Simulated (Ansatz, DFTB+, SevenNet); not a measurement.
## Ladder of methods for the lattice parameter c of hcp Gd

Reference value: 5.782 Å (measured, 293 K, not corrected to a static lattice; as tabulated in Wikipedia's data pages).

| level (code) | value (Å) | difference (%) |
|---|---|---|
| GFN1-xTB as cut by DFTB+ | 5.311 | -8.15 |
| SevenNet-0 | 5.872 | +1.56 |
| PBE (Ansatz) | 5.836 | +0.93 |
| rVV10 (Ansatz) | 5.804 | +0.38 |
| r²SCAN-D4 (Ansatz) | 5.882 | +1.73 |

Leaving aside GFN1-xTB as cut by DFTB+ (doubt noted below): The reference is not for a static lattice or low temperature, so close values are not ranked against it.

The measured value isn't corrected to a static lattice, so vibrations enter the comparison. Spin-polarised runs: PBE (parallel moments), rVV10 (parallel moments), r²SCAN-D4 (parallel moments). GFN1-xTB as cut by DFTB+: the cell has another shape than the first-principles one, perhaps another minimum in the same group. GFN1-xTB as cut by DFTB+: the cell moved over 20 % in volume from its start. GFN1-xTB as cut by DFTB+: the method was fitted mainly to molecules. GFN1-xTB as cut by DFTB+: this magnet was run without spin. GFN1-xTB as cut by DFTB+: codes differ in how they cut the long-range tail of xTB's charge interaction in a crystal, so the value belongs to this code. PBE, rVV10, r²SCAN-D4: the 4f shell is treated without U or exact exchange, so its levels and filling can be wrong. Cutoffs and k meshes differ between the levels. Ansatz's density-functional and Hartree–Fock values are scalar-relativistic unless marked +SOC, with PAW data made under PBE.

Machine-learned potentials (SevenNet-0) are trained on DFT data: a solid inside that data is no test of them.

Differences are worked out from the printed values.

Ansatz is an electronic-structure program.
